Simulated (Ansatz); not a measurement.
Process, species as SMILES: C[Si](C)(P)P + 3 [SiH4] (SiH4) -> 2 C[SiH3] (CH6Si) [methylsilane] + 2 [SiH3]P (SiPH5) [silylphosphane]

Property: bond separation energy (electronic), in kcal/mol. Terms: six Cartesian d functions in 6-31G* and its kin unless marked 5d; frozen cores in correlated levels; spin-orbit terms left out; LANL2DZ with its own core potentials from Na on; non-relativistic; 6-311+G** with 5d, 6d on Na to Ar in Ansatz (a first-principles code). CBS marks a two-point X^-3 extrapolation of the correlation energy; Hartree-Fock from the larger set. The bracket is a focal-point correction in the basis named. First-principles rows: single points at B3LYP-D3(BJ) geometries (Ansatz).

Coupled cluster (Ansatz) is a level with limits of its own, used here on species with T1 under 0.025 (0.045 for open shells) and stable references: RI-MP2/CBS(cc-pV(T+d)Z,cc-pV(Q+d)Z)+[CCSD(T)-MP2]/cc-pV(T+d)Z.

Value to compare with, RI-MP2/CBS(cc-pV(T+d)Z,cc-pV(Q+d)Z)+[CCSD(T)-MP2]/cc-pV(T+d)Z (Ansatz): 3.7 kcal/mol.

```tsv
level	program	bond separation energy (electronic) (kcal/mol)	difference
HF/STO-3G	Ansatz	0.3	-3.4
HF/3-21G	Ansatz	4.0	0.3
HF/LANL2DZ	Ansatz	3.3	-0.4
HF/6-31G*	Ansatz	0.2	-3.5
HF/6-311+G**	Ansatz	1.0	-2.7
```

1 of the 5 habitual levels lie above RI-MP2/CBS(cc-pV(T+d)Z,cc-pV(Q+d)Z)+[CCSD(T)-MP2]/cc-pV(T+d)Z (Ansatz); their mean absolute difference is 2.1 kcal/mol, the median 2.7.

The sets are all those run for this method; left out are runs that failed, that the program found above a lower state of the same kind, or whose <S^2> lies over 0.5 above the pure value.
